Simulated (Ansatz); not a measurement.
Input for Ansatz (development build ahead of 0.2.0):

```yaml
crystal:
  periodic: [false, false, false]
  atoms:
    - { symbol: O, position_ang: [0.1188, -0.12123, 0.12364] }
    - { symbol: H, position_ang: [1.05147, -0.06356, 0.04292] }
    - { symbol: O, position_ang: [2.94081, 0.12783, -0.13384] }
    - { symbol: H, position_ang: [3.6531, 0.60563, 0.32372] }
    - { symbol: H, position_ang: [3.47512, -0.59558, -0.45373] }
    - { symbol: O, position_ang: [-1.41294, 2.67305, 0.3678] }
    - { symbol: H, position_ang: [-1.01154, 1.86413, 0.5284] }
    - { symbol: H, position_ang: [-1.2717, 2.83233, -0.55545] }
basis:
  gaussian: { orbitals: def2-SVP }
magnetization:
  spin_polarized: true
  initial_magnetization: 1
hamiltonian:
  xc: hf
correlation:
  method: mp2
  frozen_orbitals: { H: 0, O: 1 }
output:
  forces: true
```

The input is written out in the form of the current development build from the run's settings.

Output:

```yaml
Converged: yes
Reference_energy: -227.26125 hartree
Correlation_energy: -0.55211 hartree
Total_energy: -227.81336 hartree
Spin_squared_of_the_determinant: 0.755
Stability_test: minimum
```

Forces (eV/Å):
```json
{"atom": "O1", "Fx": "-2.362", "Fy": "-0.111", "Fz": "0.198"}
{"atom": "H2", "Fx": "2.350", "Fy": "0.236", "Fz": "-0.145"}
{"atom": "O3", "Fx": "0.666", "Fy": "0.445", "Fz": "0.390"}
{"atom": "H4", "Fx": "-0.638", "Fy": "0.276", "Fz": "0.056"}
{"atom": "H5", "Fx": "-0.067", "Fy": "-0.760", "Fz": "-0.475"}
{"atom": "O6", "Fx": "-1.445", "Fy": "2.609", "Fz": "0.356"}
{"atom": "H7", "Fx": "1.343", "Fy": "-2.690", "Fz": "0.325"}
{"atom": "H8", "Fx": "0.154", "Fy": "-0.005", "Fz": "-0.705"}
```
